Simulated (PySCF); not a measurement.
# Spin-rotation constants: `InChI=1S/C4H7OP/c1-4-6(2,3)5/h1H,2-3H3`

Molfile (atoms numbered from 1):
```
C4H7OP
     RDKit          3D

 13 12  0  0  0  0  0  0  0  0999 V2000
    2.6906   -0.5485    0.2786 C   0  0  0  0  0  0  0  0  0  0  0  0
    1.5417   -0.5371   -0.1687 C   0  0  0  0  0  0  0  0  0  0  0  0
   -0.1327   -0.0216   -0.6738 P   0  0  0  0  0  5  0  0  0  0  0  0
   -1.2331   -1.1544    0.3214 C   0  0  0  0  0  0  0  0  0  0  0  0
   -0.4325    1.6164    0.0490 C   0  0  0  0  0  0  0  0  0  0  0  0
   -0.3221   -0.0675   -2.1110 O   0  0  0  0  0  0  0  0  0  0  0  0
    3.7498   -0.7393    0.2989 H   0  0  0  0  0  0  0  0  0  0  0  0
   -0.9685   -1.2094    1.3576 H   0  0  0  0  0  0  0  0  0  0  0  0
   -2.3149   -0.9105    0.1407 H   0  0  0  0  0  0  0  0  0  0  0  0
   -1.1972   -2.1631   -0.1247 H   0  0  0  0  0  0  0  0  0  0  0  0
    0.4575    2.2788   -0.1938 H   0  0  0  0  0  0  0  0  0  0  0  0
   -1.3546    1.9577   -0.4025 H   0  0  0  0  0  0  0  0  0  0  0  0
   -0.5956    1.3122    1.1525 H   0  0  0  0  0  0  0  0  0  0  0  0
  1  2  3  0
  2  3  1  0
  3  4  1  0
  3  5  1  0
  3  6  2  0
  1  7  1  0
  4  8  1  0
  4  9  1  0
  4 10  1  0
  5 11  1  0
  5 12  1  0
  5 13  1  0
M  END
```

Method: PySCF, GIAO wB97X-D/pcSseg-1 magnetisability, rotational g tensor and spin-rotation constants, non-relativistic, gas phase. Geometry: GFN2-xTB, normal-mode sample at 300 K.

Q: Give the nuclear spin-rotation constants along the inertial axes (H = +C I·J) beside the isotropic shieldings.

A: Rotational constants 3.7820, 2.1914, 2.1241 GHz. A star marks the isotopologue with that one atom substituted, in its own axes.
| atom | isotope | Caa (kHz) | Cbb (kHz) | Ccc (kHz) | mean (kHz) | σ (ppm) |
| --- | --- | --- | --- | --- | --- | --- |
| P3 | 31P | 6.530 | 3.780 | 2.686 | 4.332 | 322.3 |
| H7 | 1H | 0.061 | -0.235 | -0.212 | -0.129 | 28.3 |
| H8 | 1H | -0.362 | -0.202 | -0.064 | -0.209 | 31.0 |
| H9 | 1H | 0.101 | -0.218 | -0.250 | -0.123 | 29.4 |
| H10 | 1H | -0.444 | -0.079 | -0.084 | -0.202 | 29.7 |
| H11 | 1H | -0.249 | -0.011 | -0.218 | -0.159 | 28.3 |
| H12 | 1H | 0.084 | -0.230 | -0.252 | -0.133 | 29.9 |
| H13 | 1H | -0.419 | -0.139 | -0.024 | -0.194 | 28.9 |
| C1 | 13C* | 0.273 | 0.769 | 0.774 | 0.605 | 85.5 |
| C2 | 13C* | -0.022 | 0.886 | 0.824 | 0.563 | 89.0 |
| C4 | 13C* | 0.634 | 0.292 | 0.340 | 0.422 | 160.0 |
| O6 | 17O* | -0.401 | -0.351 | -0.401 | -0.385 | 212.3 |

For the geometry as given, no vibrational averaging.
